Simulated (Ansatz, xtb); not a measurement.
## A geometry optimisation of AlH3NO with r2SCAN-D4/def2-SVP

The starting geometry of this gas-phase doublet was built from a drawn formula by distance geometry and a force field; its bonds are those of `[NH][O][AlH2]`.

```yaml
atoms:
  - { symbol: Al, position_ang: [-2.2754, 0.4731, -1.1765] }
  - { symbol: N, position_ang: [-2.0181, 0.2542, -3.6963] }
  - { symbol: O, position_ang: [-1.3562, -0.2074, -2.5841] }
  - { symbol: H, position_ang: [-1.5008, -0.0841, -4.4910] }
  - { symbol: H, position_ang: [-3.5298, -0.2689, -0.5524] }
  - { symbol: H, position_ang: [-1.8611, 1.9205, -0.5656] }
```

Question: Predict what becomes of its bonds when it is optimised with r2SCAN-D4/def2-SVP.

Answer: A new bond forms, giving a structure given below by its coordinates. Contacts that close: Al1–N2 (2.54 → 1.89 Å).

The energy falls by 0.76 eV over 8 steps:

```tsv
step	E − E(last) (eV)
1	0.758
2	0.608
3	0.427
4	0.200
5	0.038
6	0.006
7	0.000
8	0.000
```

Final geometry (Å):

```yaml
atoms:
  - { symbol: Al, position_ang: [-2.3461, 0.5461, -1.4216] }
  - { symbol: N, position_ang: [-1.9727, 0.2549, -3.2544] }
  - { symbol: O, position_ang: [-1.0990, -0.4034, -2.4827] }
  - { symbol: H, position_ang: [-1.7994, 0.1137, -4.2535] }
  - { symbol: H, position_ang: [-3.5114, -0.3338, -0.8215] }
  - { symbol: H, position_ang: [-1.8127, 1.9099, -0.8322] }
```

From the same start GFN2-xTB reaches the same bonding as this run.

The end wasn't checked by frequencies. Open shells are spin-unrestricted. Run with Ansatz 0.2.0, 20 s on 1 thread of Intel(R) Xeon(R) 6975P-C (Granite Rapids), with other jobs on the host.
